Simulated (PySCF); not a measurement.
B3LYP has the VWN-RPA correlation part, as in Gaussian. 

H₃Si, SMILES `[SiH3]` (charge 0, multiplicity 2)

The numbers are results of B3LYP-D3(BJ)/def2-TZVP // PBE0-D4/def2-TZVP (PySCF 2.14.0), not measurements.

```json
{
 "highest_occupied_spin_orbital": "-6.09 eV",
 "dipole_moment": "0.07 D",
 "total_energy": "-291.2651 Ha",
 "cost": "about 8 core-seconds (a rough figure)"
}
```

```xyz
4

Si     0.0004     0.0004     0.3377
H     -0.6721     1.2464    -0.1132
H      1.4154    -0.0415    -0.1142
H     -0.7437    -1.2054    -0.1103
```
Charge 0, spin multiplicity 2.
